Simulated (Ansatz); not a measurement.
For Sn (model structure, started from the dhcp type, P6₃/mmc, No. 194, 4 atoms in the cell), PBEsol (PAW; Ansatz, a program for electronic structure) gives:

| Item | Result |
|---|---|
| lattice parameter a | 3.340 Å |
| c axis length | 10.930 Å |

Task: What does PBE-D3(BJ) in Ansatz (plane waves, PAW) give for the same quantities?

Result: 
- lattice constant a: 3.350 Å (rises by 0.3 %)
- lattice parameter c: 10.974 Å (grows by 0.4 %)

Changes are worked out from the printed values.

Unless a cell is named, each level is at its own relaxed cell (PBEsol 26.39, PBE-D3(BJ) 26.66 Å³/atom).

Ansatz's density-functional and Hartree–Fock values are scalar-relativistic unless marked +SOC, with PAW data made under PBE.

A model structure was made by putting elements into a prototype or built by hand; it is no filed structure, need not be a known phase, and can be a saddle point held by its symmetry.
